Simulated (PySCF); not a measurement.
Mapped SMILES: `[CH3:1][OH:2]`. Hydrogens are named by the atom that carries them.

How the numbers were obtained: GIAO PBE0/pcSseg-1 shieldings, structure optimised with PBE0-D3(BJ)/def2-SVP, in PySCF 2.14 (a single conformation, isolated molecule, non-relativistic Hamiltonian, equivalent nuclei averaged).

δ = σ(ref) − σ, references computed at the same level: 13C (184.41 ppm) and 1H (31.27 ppm) against TMS; 17O (334.56 ppm) vs H2O.

| atoms | nucleus | count | δ (ppm) |
| --- | --- | --- | --- |
| C1 | 13C | 1 | ? |
| O2 | 17O | 1 | 2.9 |
| H(O2) | 1H | 1 | ? |
| H(C1) | 1H | 3 | 3.52 |

**Question.** Fill in the missing shifts.

**Answer.** 
- C1: 52.5 ppm, methyl carbon bonded to O; pulled downfield by the heteroatom
- H(O2): -0.70 ppm, hydrogen on an alcohol oxygen; exchangeable; this is the value without hydrogen bonding to other molecules

OH and NH positions are those of a molecule without intermolecular hydrogen bonds; in solution they move with solvent, concentration and temperature, and exchange usually removes their couplings. Shifts are as computed. Against solution values, carbons near 30 ppm lie about +2 ppm off and those near 130 ppm about +4 ppm. Of 246 compounds with measured shifts, 49 miss one by over three times the rms of a fit or turn the order of signals round; such compounds aren't used in these exercises. Experimental scales use liquid or dissolved standards, which lie at an offset from isolated H2O (liquid H2O: subtract about 36 ppm).
